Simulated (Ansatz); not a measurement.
System: 2H MoS2. Method: PBE-D3(BJ) (Ansatz, a program for electronic structure, plane waves, PAW).

Numerical settings: plane-wave cutoff 500 eV, 12×12×4 k mesh (along the axes of the cell as run), gaussian smearing 0.02 eV, no spin polarisation, scalar-relativistic PAW data made under PBE.

Cell (relaxed at this level):

```yaml
crystal:
  lattice:
    - [1.57462, -2.72733, 0.00000]
    - [1.57462, 2.72733, 0.00000]
    - [0.00000, 0.00000, 12.08937]
  atoms:
    - { symbol: Mo, position: [0.33333, 0.66667, 0.25000] }
    - { symbol: Mo, position: [0.66667, 0.33333, 0.75000] }
    - { symbol: S, position: [0.33333, 0.66667, 0.62048] }
    - { symbol: S, position: [0.66667, 0.33333, 0.12048] }
    - { symbol: S, position: [0.66667, 0.33333, 0.37952] }
    - { symbol: S, position: [0.33333, 0.66667, 0.87952] }
```

### Question
Predict the band gap.

### Answer

- band gap: 0.78 eV (on the SCF k mesh)

Measured, for comparison: band gap 1.23 eV (room temperature, no zero-point or thermal correction, bulk 2H, our sources range from 1.23 to 1.29; as tabulated in Bastos et al. (2019), arXiv:1903.08112).

Spin–orbit coupling is not included.

The result took around 40 core-seconds (rough).
